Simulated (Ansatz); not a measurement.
We consider rutile CrO2, described by PBE (Ansatz, an electronic-structure program, PAW).

Run with plane-wave cutoff 520 eV, 12×12×18 k mesh (along the axes of the cell as run), Fermi–Dirac smearing 0.05 eV, spin-polarised with parallel moments, scalar-relativistic PAW data made under PBE.

Computed at the level's own relaxed cell.

Problem. Predict the pressure derivative B′ of the bulk modulus, equilibrium lattice constant a, magnetic moment (largest site, within a sphere) and c axis length.

Solution. 
- pressure derivative B′ of the bulk modulus: 5.1
- equilibrium lattice constant a: 4.444 Å
- magnetic moment (largest site, within a sphere): 1.75 μB
- c axis length: 2.921 Å

The run finds no gap.

Measured, for comparison: lattice constant a 4.419 Å, lattice parameter c 2.915 Å (room temperature, not corrected to a static lattice; as tabulated in Hiroi (2015), arXiv:1503.02262). Computed (rounded) less measured: lattice constant a +0.6 %, lattice parameter c +0.2 %.

Note: the bulk modulus comes from volumes at which shape and atoms were relaxed.

Moments are spin moments.

Cost on a shared machine: around 30 core-minutes (rough).
